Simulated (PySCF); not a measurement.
**LiO⁺: from constants to spectrum**

UHF-CCSD(T) constants of LiO⁺, ³Σ⁻ (triplet), unpaired electrons π ↑↑ (PySCF, spin-free X2C with a Gaussian nucleus, basis sets Li x2c-SVPall, O x2c-SVPall; masses 7.0160 and 15.9949 u):

```
ωe              : 344.2 cm⁻¹
ωexe            : 8.53 cm⁻¹
Be              : 0.76733 cm⁻¹
αe              : 0.0253 cm⁻¹
D (centrifugal) : 1.53e-05 cm⁻¹
De to Li⁺ + O   : 0.56 eV
```

(1) Give the vibrational terms G(v) and spacings up to v = 5.

(2) How well does the Morse estimate ωe²/(4ωexe) reproduce De, and what is D0?

Correlated steps freeze 1 core orbital. Correlated levels converge slowly with the basis: in double zeta they bind strong bonds too weakly, by up to about 1 eV, and carry superposition errors of some tenths. For an ion De counts to the pair picked by the measured ionisation energies or electron affinities, which need not be the lowest pair at this level. The state was picked by a PBE0 search and need not be the measured ground state.

Answers

(1) G(v) = ωe(v+½) − ωexe(v+½)².

```tsv
v	G(v) (cm⁻¹)	G(v) − G(v−1)	Bv (cm⁻¹)
0	170.0		0.7547
1	497.1	327.1	0.7294
2	807.2	310.1	0.7041
3	1100.2	293.0	0.6788
4	1376.2	276.0	0.6535
5	1635.1	258.9	0.6282
```

(2) It gives 0.43 eV, 77 % of the computed De. D0 = De − G(0) = 0.56 − 0.02 = 0.54 eV.
